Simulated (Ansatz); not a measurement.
CH₅BS, singlet: a nudged elastic band.

in.yaml

```yaml
crystal:
  periodic: [false, false, false]
  atoms:
    - {symbol: B, position_ang: [-0.694181, 0.172168, 0.329215]}
    - {symbol: S, position_ang: [-1.024672, -1.351714, 1.184072]}
    - {symbol: C, position_ang: [0.566665, 0.469961, -0.534463]}
    - {symbol: H, position_ang: [1.080906, 1.353594, -0.138830]}
    - {symbol: H, position_ang: [-1.556670, 0.989093, 0.476947]}
    - {symbol: H, position_ang: [0.082026, -2.032985, 0.835039]}
    - {symbol: H, position_ang: [0.258976, 0.747186, -1.549412]}
    - {symbol: H, position_ang: [1.286951, -0.347301, -0.602568]}
basis:
  gaussian: {orbitals: def2-SVP}
hamiltonian: {xc: pbe0, dispersion: d4}
neb:
  images: 5
  climbing: true
  max_iterations: 40
  initial_path: idpp
  final_atoms:
    - {symbol: B, position_ang: [-0.584057, 0.504280, -0.089981]}
    - {symbol: S, position_ang: [-0.437509, -0.900478, 1.241535]}
    - {symbol: C, position_ang: [0.314331, 0.367302, -1.180759]}
    - {symbol: H, position_ang: [0.159107, -0.335425, 2.317151]}
    - {symbol: H, position_ang: [-1.504967, 1.209368, 0.190515]}
    - {symbol: H, position_ang: [0.699827, -1.485094, 0.825154]}
    - {symbol: H, position_ang: [0.259531, 1.026778, -2.042580]}
    - {symbol: H, position_ang: [1.093738, -0.386731, -1.261034]}
```

Command:

```bash
ansatz run in.yaml --threads 2 --pin off --events-out ev --progress --plain --max-ram 4352MiB
```

Output of Ansatz 0.2.0:

```
Functional definition: PBE0
  name "PBE0"
  cite "Adamo & Barone, J. Chem. Phys. 110, 6158 (1999) doi:10.1063/1.478522"
  cite "Perdew, Burke & Ernzerhof, Phys. Rev. Lett. 77, 3865 (1996) doi:10.1103/PhysRevLett.77.3865"
  parent pbe
  parameter a = 0.25
  parameter kappa = 0.804
  parameter beta = 0.06672455060314922
  exchange = (1 - a)*pbe_x(kappa = kappa, mu = beta*pi^2/3) + a*exact_x
  correlation = pbe_c(beta = beta)
774 factors; integrals over basis functions are off by at most 2.5e-4 eV
mean field evaluation 1: about -12615.8312 eV, gradient 4.1e1 eV
mean field evaluation 2: about -12614.3674 eV, gradient 4.6e1 eV
mean field evaluation 4: about -12620.2208 eV, gradient 1.8e0 eV
mean field evaluation 8: about -12620.2299 eV, gradient 7.7e-2 eV
mean field -12620.22990447 eV, -463.7848946903 hartree, gradient 1.6e-5 eV, S^2 0.000000; 0 other end points of the search recorded, 0 dependent functions left out
the calculation of the forces begins
reference -12620.22992685 eV, -463.7848955127 hartree; 16, 16 occupied and 55, 55 virtual orbitals, 774 factors
771 factors; integrals over basis functions are off by at most 1.1e-3 eV
mean field evaluation 16: about -12609.9104 eV, gradient 5.2e1 eV
mean field -12617.58064178 eV, -463.6875360820 hartree, gradient 7.4e-5 eV, S^2 0.000000; 0 other end points of the search recorded, 0 dependent functions left out
the calculation of the forces begins
reference -12617.58066475 eV, -463.6875369262 hartree; 16, 16 occupied and 55, 55 virtual orbitals, 771 factors
WARN: NEB end point (image 0): max|allowed force component| = 2.430e-1 eV/Å (the criterion of neb.relax_end_points is 1.000e-2). That is over neb.f_tol: it is no minimum, so the barrier can be far off. Relax it first
WARN: NEB end point (image 6): max|allowed force component| = 2.948e-1 eV/Å (the criterion of neb.relax_end_points is 1.000e-2). That is over neb.f_tol: it is no minimum, so the barrier can be far off. Relax it first
774 factors; integrals over basis functions are off by at most 7.0e-4 eV
mean field evaluation 32: about -12611.2876 eV, gradient 4.9e1 eV
mean field -12618.66096289 eV, -463.7272371505 hartree, gradient 2.0e-5 eV, S^2 0.000000; 0 other end points of the search recorded, 0 dependent functions left out
the calculation of the forces begins
reference -12618.66098475 eV, -463.7272379541 hartree; 16, 16 occupied and 55, 55 virtual orbitals, 774 factors
774 factors; integrals over basis functions are off by at most 3.3e-4 eV
mean field -12616.38059478 eV, -463.6434351684 hartree, gradient 2.5e-5 eV, S^2 0.000000; 0 other end points of the search recorded, 0 dependent functions left out
the calculation of the forces begins
reference -12616.38061765 eV, -463.6434360088 hartree; 16, 16 occupied and 55, 55 virtual orbitals, 774 factors
774 factors; integrals over basis functions are off by at most 3.4e-4 eV
mean field evaluation 64: about -12613.2145 eV, gradient 1.7e1 eV
mean field -12614.62718994 eV, -463.5789987288 hartree, gradient 2.4e-5 eV, S^2 0.000000; 0 other end points of the search recorded, 0 dependent functions left out
the calculation of the forces begins
reference -12614.62721319 eV, -463.5789995835 hartree; 16, 16 occupied and 55, 55 virtual orbitals, 774 factors
774 factors; integrals over basis functions are off by at most 3.9e-4 eV
mean field evaluation 96: about -12614.3136 eV, gradient 8.6e-5 eV
mean field -12614.31356368 eV, -463.5674731766 hartree, gradient 2.8e-5 eV, S^2 0.000000; 0 other end points of the search recorded, 0 dependent functions left out
the calculation of the forces begins
reference -12614.31358642 eV, -463.5674740119 hartree; 16, 16 occupied and 55, 55 virtual orbitals, 774 factors
775 factors; integrals over basis functions are off by at most 1.0e-3 eV
mean field -12616.14834658 eV, -463.6349002043 hartree, gradient 4.9e-5 eV, S^2 0.000000; 0 other end points of the search recorded, 0 dependent functions left out
the calculation of the forces begins
reference -12616.14836864 eV, -463.6349010150 hartree; 16, 16 occupied and 55, 55 virtual orbitals, 775 factors
NEB iter   1: max|band force component| = 3.295e0 eV/Å  barrier→ = 5.8995 eV  barrier← = 3.2559 eV  Δτ_max = 0.2000 Å  (182 SCF iters)
NEB iter   2: max|band force component| = 2.393e0 eV/Å  barrier→ = 4.9092 eV  barrier← = 2.2656 eV  Δτ_max = 0.2000 Å  (149 SCF iters)
NEB iter   3: max|band force component| = 6.588e0 eV/Å  barrier→ = 4.2394 eV  barrier← = 1.5958 eV  Δτ_max = 0.1011 Å  (143 SCF iters)
NEB iter   4: max|band force component| = 5.429e0 eV/Å  barrier→ = 3.8816 eV  barrier← = 1.2380 eV  Δτ_max = 0.2000 Å  (132 SCF iters)
NEB iter   5: max|band force component| = 4.247e0 eV/Å  barrier→ = 3.3397 eV  barrier← = 0.6961 eV  Δτ_max = 0.2000 Å  (135 SCF iters)
NEB iter   6: max|band force component| = 1.913e0 eV/Å  barrier→ = 3.1743 eV  barrier← = 0.5307 eV  Δτ_max = 0.1613 Å  (134 SCF iters)
NEB iter   7: max|band force component| = 1.032e0 eV/Å  barrier→ = 3.0791 eV  barrier← = 0.4355 eV  Δτ_max = 0.1374 Å  (128 SCF iters)
NEB iter   8: max|band force component| = 6.869e-1 eV/Å  barrier→ = 3.0373 eV  barrier← = 0.3937 eV  Δτ_max = 0.1062 Å  (125 SCF iters)
NEB iter   9: max|band force component| = 3.319e-1 eV/Å  barrier→ = 3.0004 eV  barrier← = 0.3568 eV  CI = image 4  Δτ_max = 0.1990 Å  (122 SCF iters)
NEB iter  10: max|band force component| = 4.821e-1 eV/Å  barrier→ = 3.0493 eV  barrier← = 0.4057 eV  CI = image 4  Δτ_max = 0.0859 Å  (127 SCF iters)
NEB iter  11: max|band force component| = 5.188e-1 eV/Å  barrier→ = 3.0379 eV  barrier← = 0.3943 eV  CI = image 4  Δτ_max = 0.0432 Å  (122 SCF iters)
NEB iter  12: max|band force component| = 1.723e-1 eV/Å  barrier→ = 3.0310 eV  barrier← = 0.3874 eV  CI = image 4  Δτ_max = 0.0470 Å  (116 SCF iters)
NEB iter  13: max|band force component| = 5.889e-2 eV/Å  barrier→ = 3.0287 eV  barrier← = 0.3851 eV  CI = image 4  Δτ_max = 0.0160 Å  (116 SCF iters)
NEB iter  14: max|band force component| = 5.942e-2 eV/Å  barrier→ = 3.0284 eV  barrier← = 0.3848 eV  CI = image 4  Δτ_max = 0.0080 Å  (112 SCF iters)
NEB iter  15: max|band force component| = 3.408e-2 eV/Å  barrier→ = 3.0283 eV  barrier← = 0.3847 eV  CI = image 4  Δτ_max = 0.0000 Å  (1517 SCF iters)
Total energy: -12617.30387399 eV, -463.6773650533 hartree
Atom 0 at    -0.717238     0.353066    -0.026161 Å, force    -0.006069    -0.011804     0.024282 eV/Å
Atom 1 at    -0.097834    -0.470338     1.794245 Å, force     0.007193     0.011481    -0.014348 eV/Å
Atom 2 at     0.195856     0.107035    -1.096644 Å, force    -0.001621     0.007958    -0.002854 eV/Å
Atom 3 at     0.616467     0.457304     0.969904 Å, force    -0.002424    -0.009322     0.008396 eV/Å
Atom 4 at    -1.658004     1.053636     0.228735 Å, force     0.000988     0.003148    -0.010818 eV/Å
Atom 5 at     0.559163    -1.526576     1.264736 Å, force    -0.001909     0.000191     0.000197 eV/Å
Atom 6 at     0.035499     0.582931    -2.071001 Å, force     0.003440    -0.002569    -0.001239 eV/Å
Atom 7 at     1.066092    -0.557058    -1.063814 Å, force     0.000401     0.000918    -0.003615 eV/Å
Dipole moment:     0.272273    -0.249312     0.360140 e Å

[the SCF lines of later steps are left out]
```

The run took about 2.2 min on 2 CPU threads of an Arm Neoverse V1 (shared host).
